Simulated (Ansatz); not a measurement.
Species: CH3, SMILES `[CH3]` (charge 0, multiplicity 2), formula CH₃.

Problem. How many basis functions does Ansatz (a quantum-chemistry and plane-wave program) with frozen-core CCSD(T)/def2-TZVPP // TPSSh-D3(BJ)/def2-TZVP use, how many core orbitals are frozen, and how many electrons are correlated?

Solution. 73 basis functions and 1 frozen orbitals, which leaves 7 correlated electrons. Core time is of the order of seconds.
